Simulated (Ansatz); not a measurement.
Ansatz (a program for electronic structure) input:

Ansatz 0.2 input:
```yaml
crystal:
  periodic: [false, false, false]
  atoms:
    - {symbol: C, position_ang: [0.00176673, 0.00714570, 0.88419070]}
    - {symbol: C, position_ang: [0.04670761, -0.65758549, -0.40958024]}
    - {symbol: C, position_ang: [0.05610059, 0.65012942, -0.42016747]}
    - {symbol: H, position_ang: [-0.79093572, 0.01888418, 1.63082063]}
    - {symbol: H, position_ang: [0.07046944, -1.57805318, -0.96603229]}
    - {symbol: H, position_ang: [0.09301667, 1.56103119, -0.99144626]}
basis:
  gaussian:
    orbitals: def2-TZVP
hamiltonian:
  xc: b3lyp
  dispersion: d3bj
magnetization: {spin_polarized: true, initial_magnetization: 1}
phonons: {temperatures: {t_min: 298.15, t_max: 298.15, t_step: 100}}
```

Q: Which total energy does the run end on?

A: -116.00439 Eh (B3LYP-D3(BJ)/def2-TZVP). The basis has 111 functions.

It need not be the lowest isomer of its formula.
